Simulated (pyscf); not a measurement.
Thermochemistry of product channels of H₃C–Zn–SH + H atom (H•) on the doublet surface, in eV, from ωB97M-D3(BJ)/def2-TZVP energies (ideal gas, 1 atm, RRHO with modes under 100 cm⁻¹ raised to 100, one conformer, R ln 2 for chiral ones without a mode under 150 cm⁻¹). Single points on ωB97X-D3(BJ)/def2-SVP structures (PySCF, gas phase).

```json
[
 {"products": "methyl (CH₃•) + HS–ZnH", "ΔE": "-0.26", "ΔH(298 K)": "-0.26", "ΔG(298 K)": "-0.36", "ΔG(600 K)": "-0.44"},
 {"products": "[H₃C–Zn]• + H₂S", "ΔE": "-0.35", "ΔH(298 K)": "-0.23", "ΔG(298 K)": "-0.32", "ΔG(600 K)": "-0.37"},
 {"products": "H₃C–Zn–S• + hydrogen (H₂)", "ΔE": "-0.61", "ΔH(298 K)": "-0.55", "ΔG(298 K)": "-0.53", "ΔG(600 K)": "-0.51"},
 {"products": "methane (CH₄) + [HS–Zn]•", "ΔE": "-1.64", "ΔH(298 K)": "-1.43", "ΔG(298 K)": "-1.50", "ΔG(600 K)": "-1.53"},
 {"products": "[H₃C–S–Zn]• + hydrogen (H₂)", "ΔE": "-0.64", "ΔH(298 K)": "-0.53", "ΔG(298 K)": "-0.56", "ΔG(600 K)": "-0.57"}
]
```

These are energies of the channels, which say nothing of barriers. Elements up to Kr have no core potential and no relativistic terms here.
